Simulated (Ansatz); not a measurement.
# HNO3 (SMILES O=NOO): revPBE/6-311+G(d,p)

What is the energy change on altering one bond length of HNO3 at revPBE/6-311+G**? 

The results are computed with Ansatz 0.2.0.

51 further runs of the same task are left out: 51 set aside as unsound or not needed.

## (1) The molecule

The species is HNO3 (5 atoms), meant as a singlet with charge 0. SMILES: `O=NOO`. The coordinates come from a PBE0-D4/def2-TZVP relaxation. This is one conformer, not always the lowest.

Bond lengths: O1–N2 1.180 Å, N2–O3 1.353 Å, O3–O4 1.401 Å, O4–H5 0.984 Å. Angles: O1–N2–O3 114.6°, N2–O3–O4 114.1°, O3–O4–H5 101.0°.

## (2) A single-point energy at revPBE/6-311+G(d,p)

input.yaml

```yaml
crystal:
  periodic: [false, false, false]
  atoms:
    - {symbol: O, position_ang: [0.136350, -0.835310, 0.979060]}
    - {symbol: N, position_ang: [-0.871770, -0.628300, 0.400790]}
    - {symbol: O, position_ang: [-0.775090, 0.288530, -0.589000]}
    - {symbol: O, position_ang: [0.508600, 0.826880, -0.747550]}
    - {symbol: H, position_ang: [1.001920, 0.348200, -0.043280]}
basis:
  gaussian: {orbitals: 6-311+G_st__st_.json}
hamiltonian: {xc: {name: revPBE}}
accuracy: high
output: {orbitals: {seedname: orbitals}}
```

The basis set 6-311+G** is read from a file made from the Basis Set Exchange's data (not shown).

Started as:

```
$ ansatz run input.yaml --threads 1 --pin off --max-ram 3480MiB --events-out events.jsonl --progress --plain --runs-dir runs
```

The program printed:

```text
Warning: RAYON_NUM_THREADS=1 ignored (pool sized by the plan → 1); use --threads N
Functional definition: revPBE
  name "revPBE"
  parameter kappa = 1.245
  parameter beta = 0.06672455060314922
  exchange = pbe_x(kappa = kappa, mu = beta*pi^2/3)
  correlation = pbe_c(beta = beta)
1794 factors; integrals over basis functions are off by at most 2.9e-9 eV
mean field evaluation 1: about -7639.0428 eV, gradient 5.0e1 eV
mean field evaluation 2: about -7623.0397 eV, gradient 1.1e2 eV
mean field evaluation 4: about -7642.4436 eV, gradient 1.4e1 eV
mean field evaluation 8: about -7642.8210 eV, gradient 9.9e-2 eV
mean field evaluation 16: about -7642.8258 eV, gradient 3.3e-6 eV
mean field -7642.82584314 eV, -280.8686692420 hartree, gradient 2.4e-8 eV, S^2 0.000000; 0 other end points of the search recorded, 0 dependent functions left out
reference -7642.82584755 eV, -280.8686694041 hartree; 16, 16 occupied and 78, 78 virtual orbitals, 1794 factors
Total energy: -7642.82584755 eV, -280.8686694041 hartree
```

It took 4.2 s on 1 thread of Arm Neoverse V2, shared host; peak memory 0.21 GiB.

## (3) The distorted shape, same level

molecule.yaml

```yaml
crystal:
  periodic: [false, false, false]
  atoms:
    - symbol: O
      position_ang: [-0.505486, -1.104481, 1.058334]
    - symbol: "N"
      position_ang: [-1.513606, -0.897471, 0.480064]
    - symbol: O
      position_ang: [-1.416926, 0.019359, -0.509726]
    - symbol: O
      position_ang: [0.508600, 0.826880, -0.747550]
    - symbol: H
      position_ang: [1.001920, 0.348200, -0.043280]
basis:
  gaussian:
    orbitals: 6-311+G_st__st_.json
output: {orbitals: {seedname: orbitals}}
accuracy: high
hamiltonian:
  xc: {name: revPBE}
```

The basis set 6-311+G** is read from a file made from the Basis Set Exchange's data (not shown).

Started as:

```
$ ansatz run molecule.yaml --threads 1 --pin off --max-ram 3480MiB --events-out events.jsonl --progress --plain --runs-dir runs
```

The program printed, cut to the lines that bear on the results:

```text
Warning: RAYON_NUM_THREADS=1 ignored (pool sized by the plan → 1); use --threads N
[... 6 set-up lines as earlier in the session ...]
1757 factors; integrals over basis functions are off by at most 3.2e-9 eV
mean field evaluation 1: about -7631.9400 eV, gradient 7.2e1 eV
mean field evaluation 2: about -7449.5243 eV, gradient 2.3e2 eV
mean field evaluation 4: about -7629.9024 eV, gradient 6.8e1 eV
mean field evaluation 8: about -7641.8216 eV, gradient 4.4e0 eV
mean field evaluation 16: about -7641.8674 eV, gradient 2.1e-4 eV
mean field evaluation 32: about -7636.7571 eV, gradient 1.9e1 eV
mean field -7641.86735387 eV, -280.8334454110 hartree, gradient 1.5e-8 eV, S^2 0.000000; 2 other end points of the search recorded, 0 dependent functions left out
reference -7641.86735846 eV, -280.8334455795 hartree; 16, 16 occupied and 78, 78 virtual orbitals, 1757 factors
Total energy: -7641.86735846 eV, -280.8334455795 hartree
```

It took 4.8 s on 1 thread of Arm Neoverse V2, shared host; peak memory 0.2 GiB.

## (4) Outcome

Level: revPBE/6-311+G**.

```
                                                         quantity          value
                                        first shape: total energy  -280.86867 Eh
                                         first shape: HOMO energy       -7.53 eV
                                         first shape: LUMO energy       -3.70 eV
                                       first shape: HOMO–LUMO gap        3.83 eV
                                    distorted shape: total energy  -280.83345 Eh
                                     distorted shape: HOMO energy       -7.45 eV
                                     distorted shape: LUMO energy       -6.63 eV
                                   distorted shape: HOMO–LUMO gap        0.82 eV
energy change with the O3–O4 bond stretched from 1.401 to 2.101 Å       0.958 eV
```

What this shows: One bond (distorted shape) is far stretched, which a spin-restricted single reference describes badly; a broken-symmetry solution may lie lower. With the O3–O4 bond stretched from 1.401 to 2.101 Å the energy rises by 0.96 eV (22.1 kcal/mol). The first shape isn't relaxed at this level, so the change isn't measured from a minimum. A restricted reference can't describe the breaking bond well at this length.
